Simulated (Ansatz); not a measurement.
A made-up structure of AlBH$_{2}$Cl, doublet:

Al1  (-0.613, 0.415, -0.427)
B2  (0.839, -0.568, 0.585)
Cl3  (2.046, -1.387, 1.428)
H4  (2.936, -2.313, 1.772)
H5  (-0.833, 1.946, -0.085)
(Å)

It is relaxed with PBE-D4/def2-SVP and then PBE0-D4/def2-TZVP (Ansatz 0.2.0). Atoms count as bonded within 1.22 times the sum of their covalent radii (H–H: 0.88 Å). The end point is not checked to be a true minimum.

Problem. Does its bonding change? (Judge from chemistry; the calculation decides.)

Solution. The calculation gives: Yes. Formed: none; broken: Cl3–H4.

Where it ends: The first stage lowers the energy by 1.64 eV in 12 steps. It ends as a complex of AlBHCl ([AlH][B][Cl]) + H:
```
5
angstrom
Al -0.5326 0.5996 -0.1169
B 0.6977 -0.0270 1.2535
Cl 1.5695 -1.0145 2.3226
H 3.7155 -3.3199 0.7142
H -1.0756 1.8552 -0.9003
```

Labels in which every atom is bracketed show which atoms are joined, not bond orders.

For scale, one of the runs: PBE0-D4/def2-TZVP relaxation, 117 basis functions, launched by `ansatz run in.yaml --threads 2 --pin off --events-out ev --progress --plain --max-ram 4352MiB`. The run took about 3 min on 2 CPU threads of an Intel Xeon Platinum 8175M (shared host).
